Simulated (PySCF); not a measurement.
# Cl4OW ([WOCl4]-): the cost of one run

Programs: PySCF 2.14.0, with routines of our own; each step states its level. All values are computed. Atoms count from 0.

## (1) The starting structure

6 atoms, charge -1, multiplicity 2; geometry from: GFN2-xTB.

## (2) Geometry optimisation at PBE0-D3(BJ)/def2-SVP

Job settings and geometry (Å):

```
{"job": {"xc": "PBE0", "basis": "def2-SVP", "d3": "d3bj", "grid": 1, "maxiter": 30, "shake": 0.01, "kind": "geom"}, "charge": -1, "multiplicity": 2}
O     -0.773450    -0.757310    -1.571630
W     -0.098720    -0.090850    -0.191000
Cl     1.487230    -1.574600     0.637820
Cl    -1.317430    -0.785470     1.656140
Cl    -1.041050     1.995610     0.261360
Cl     1.767580     1.182600    -0.837360
```

Started as:

```bash
$ OMP_NUM_THREADS=2 python heavy_run.py task.json out
```

This one command runs all jobs of the session in turn.

Q: Estimate the wall time and peak memory of this first job on 2 threads of Arm Neoverse V2, shared host.

About 43 s, with a peak of 0.5 GiB.
